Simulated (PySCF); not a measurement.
# C2H6N2: the cost of one run

Computed with PySCF 2.14.0. Level: levels as typed in each script, gas phase, geometry from GFN2-xTB.

**1. Starting geometry**

SMILES `CN=NC`, 10 atoms, charge 0, spin multiplicity 1.

Bond lengths: C1–N2 1.432 Å, C1–H5 1.091 Å, C1–H6 1.091 Å, C1–H7 1.095 Å, N2–N3 1.245 Å, N3–C4 1.432 Å, C4–H8 1.091 Å, C4–H9 1.091 Å, C4–H10 1.095 Å. Angles: N2–C1–H5 107.7°, N2–C1–H6 107.6°, N2–C1–H7 112.9°, H5–C1–H6 107.6°, H5–C1–H7 110.1°, H6–C1–H7 110.7°, C1–N2–N3 114.8°, N2–N3–C4 114.8°, N3–C4–H8 107.7°, N3–C4–H9 107.6°, N3–C4–H10 112.9°, H8–C4–H9 107.6°, H8–C4–H10 110.1°, H9–C4–H10 110.7°.

As a file:

```
C     1.78300    0.06958   -0.00027
N     0.44367   -0.43663   -0.00051
N    -0.44367    0.43663   -0.00051
C    -1.78300   -0.06958   -0.00027
H     2.28788   -0.33059    0.87975
H     2.28788   -0.33059   -0.88058
H     1.82571    1.16355    0.00606
H    -2.28788    0.33059    0.87975
H    -2.28788    0.33059   -0.88058
H    -1.82571   -1.16355    0.00606
```

**2. Response to an electric field (B3LYP/def2-svpd)**

input.py

```python
import numpy as np
from pyscf import gto, scf, dft
from pyscf.scf import atom_ks, atom_hf
from scipy.linalg import block_diag

def solve(mol, dm0=None, hcore=None):
    mf = (dft.UKS if mol.spin else dft.RKS)(mol, xc='b3lyp')
    mf.grids.level = 3
    mf = mf.density_fit(auxbasis='def2-universal-jkfit')
    mf.conv_tol, mf.max_cycle = 1e-8, 80
    if hcore is not None:
        mf.get_hcore = lambda *args: hcore
    mf.kernel(dm0)
    if not mf.converged:
        mf = mf.newton().run(mf.mo_coeff, mf.mo_occ, max_cycle=30)
    assert mf.converged, 'SCF not converged'
    return mf

mol = gto.M(atom='''
C      1.78300     0.06958    -0.00027
N      0.44367    -0.43663    -0.00051
N     -0.44367     0.43663    -0.00051
C     -1.78300    -0.06958    -0.00027
H      2.28788    -0.33059     0.87975
H      2.28788    -0.33059    -0.88058
H      1.82571     1.16355     0.00606
H     -2.28788     0.33059     0.87975
H     -2.28788     0.33059    -0.88058
H     -1.82571    -1.16355     0.00606
''', basis='def2-svpd', charge=0, spin=0, verbose=4)
field = np.array([0.004, 0.0, 0.0])  # atomic units
mol.set_common_orig(mol.atom_charges() @ mol.atom_coords() / mol.atom_charges().sum())
mf = solve(mol)
out = dict(dm0=mf.make_rdm1(), d0=mf.dip_moment(unit='AU'), e0=mf.e_tot)
for name, sign in (('p', 1), ('m', -1)):
    h = mf.get_hcore() + sign * np.einsum('x,xij->ij', field, mol.intor('int1e_r'))
    mi = solve(mol, mf.make_rdm1(), h)
    out.update({'dm' + name: mi.make_rdm1(), 'd' + name: mi.dip_moment(unit='AU'), 'e' + name: mi.e_tot})
# spherically averaged free atoms, for the promolecule
atm = atom_ks.get_atm_nrks(mol, xc='b3lyp')
pro = block_diag(*[(atm[a[0]][2] * atm[a[0]][3]) @ atm[a[0]][2].T for a in mol._atom])
np.savez('result.npz', pro=pro, **out)
```

Started as:

```
$ OMP_NUM_THREADS=1 python input.py
```

**Question.** How long does this run take on 1 thread of AMD EPYC 9R45 (Zen 5), shared host, and how much memory does it need?

About 9.6 s, with a peak of 0.6 GiB.
